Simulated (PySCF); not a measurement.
# Nuclear quadrupole coupling in ethyl isothiocyanate

Compound: ethyl isothiocyanate, C3H5NS.
Atom-mapped SMILES: `[CH3:1][CH2:2][N:3]=[C:4]=[S:5]` (hydrogens: H6, H7, H8 on C1; H9, H10 on C2)

Structure used (PBE0-D3(BJ)/def2-SVP), in Å, numbered top down from 1:
```
atom  x, y, z in Å
C1    -1.229   -0.231    0.383
C2    -0.119    0.787    0.173
N3     1.157    0.191    0.062
C4     2.027   -0.613    0.022
S5     3.235   -1.637   -0.041
H6    -2.197    0.283    0.472
H7    -1.285   -0.931   -0.463
H8    -1.059   -0.812    1.301
H9    -0.308    1.379   -0.739
H10   -0.096    1.508    1.008
```

Field gradients from the PBE0/pcSseg-1 density (PySCF, non-relativistic), principal values in atomic units, ordered |Vxx| ≤ |Vyy| ≤ |Vzz|:

```csv
atom,Vxx,Vyy,Vzz
N3,-0.2135,-0.2612,0.4747
S5,-0.9526,-1.1542,2.1068
```

**Question.** Find the asymmetry η = (Vxx − Vyy)/Vzz and the couplings χ = eQV/h (234.96 MHz × Q in barn × V in au), with Q(14N) = 0.02044 b, Q(33S) = −0.0678 b.

**Answer.** 
```
atom              environment  nucleus     η  χzz (MHz)  χxx (MHz)  χyy (MHz)
  N3  isothiocyanate nitrogen      14N  0.10      2.280     -1.026     -1.254
  S5       sulfur bonded to C      33S  0.10     -33.56      15.18      18.39
```

The tensor is traceless: Vxx + Vyy + Vzz = 0.

**Question.** What is Vzz at N3 in SI units (1 au = 9.71736 × 10²¹ V/m²)?

**Answer.** 0.4747 au = 4.613 × 10²¹ V/m².

**Question.** And the gradient at the other heavy atoms, for which no coupling is worked out here?

**Answer.** 
```csv
atom,environment,Vzz (au),η
C1,methyl carbon,0.099,0.18
C2,sp3 carbon bound to nitrogen,0.393,0.12
C4,isothiocyanate carbon,-0.372,0.12
```

**Question.** What couplings would deuterons (Q(2H) = 0.00286 b) have in place of the hydrogens, at this geometry?

**Answer.** 
```
atom  bonded to  bond length (Å)  Vzz (au)     η  χzz (kHz)
  H6         C1            1.100    0.2918  0.04        196
  H7         C1            1.100    0.2898  0.03        195
  H8         C1            1.100    0.2898  0.03        195
  H9         C2            1.104    0.2754  0.06        185
 H10         C2            1.104    0.2753  0.06        185
```

Isolated species at its PBE0-D3(BJ)/def2-SVP geometry (one conformer only). With so small a basis the couplings can be 20 % off.

These values come from a run that also computed NMR shieldings. On an Arm Neoverse V1 with one thread, shared host with 32 logical CPUs at a one-minute load of 12, this took 7.7 s and 0.53 GiB of memory at its peak.
